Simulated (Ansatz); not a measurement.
**Two-coordinate energy map**

CH$_{4}$AlCl (SMILES [CH3][AlH][Cl]), closed shell, PBE0-D4/def2-TZVP minimum:

C1  (-0.712, 0.523, -0.286)
Al2  (0.857, -0.507, 0.198)
Cl3  (0.696, -2.008, 1.664)
H4  (-0.539, 1.590, -0.112)
H5  (-1.598, 0.226, 0.278)
H6  (-0.932, 0.414, -1.353)
H7  (2.290, -0.306, -0.435)
(Å)

Rows set the bond length C1–H6 (Å; 1.095 at the minimum), columns the angle Al2–C1–H6 (°; 110.6), set in this order; the parts move rigidly, in a bend the first-named atom's side turns in the plane, and in a torsion the whole end group turns. CCSD(T) energies count from the value at that structure, in kcal/mol. Computed with Ansatz 0.2.0 (basis: def2-TZVPP); correlated methods freeze the cores.

```csv
C1–H6 \ Al2–C1–H6,86.6,94.6,102.6,110.6,118.6,126.6,134.6
0.898,29.23,?,23.03,21.82,21.87,23.15,25.61
0.965,?,11.46,9.23,8.21,8.42,9.84,12.41
1.063,5.96,2.95,1.10,0.41,0.89,2.53,5.29
1.178,?,3.82,2.48,2.21,3.04,4.97,7.97
1.305,13.50,11.82,11.06,11.27,12.50,?,18.04
1.442,24.87,23.97,23.85,24.58,26.24,28.85,32.40
1.588,38.05,37.92,38.44,39.69,41.76,44.72,48.55
```

(1) Fill in the withheld cells. (To be estimated.)

T1 diagnostic: at most 0.013.

## Answers

(1) By the calculation: (0.898, 94.6): 25.50; (0.965, 86.6): 14.92; (1.178, 86.6): 6.23; (1.305, 126.6): 14.77 kcal/mol. These count from the CCSD(T) energy at the PBE0-D4 minimum.

The same grid for a cheaper method: PBE0-D4 − CCSD(T), both counted from the minimum, in kcal/mol:
```
C1–H6 \ Al2–C1–H6   86.6   94.6  102.6  110.6  118.6  126.6  134.6
            0.898  -0.02  -0.05  -0.05  -0.03   0.01   0.04   0.05
            0.965   0.02  -0.02  -0.03  -0.02   0.01   0.02   0.03
            1.063   0.06   0.01  -0.01  -0.01   0.00   0.01   0.00
            1.178   0.17   0.11   0.07   0.06   0.05   0.05   0.03
            1.305   0.38   0.31   0.27   0.25   0.23   0.20   0.18
            1.442   0.63   0.58   0.54   0.52   0.50   0.47   0.45
            1.588   1.27   1.27   1.26   1.26   1.24   1.23   1.21
```

For scale, one of the runs: CCSD(T)/def2-TZVPP, 171 basis functions (an equivalent command: `ansatz run in.yaml --threads 2`). Hardware: 2 CPU threads, shared host. Wall time 19 s; peak host memory 1.3 GiB.
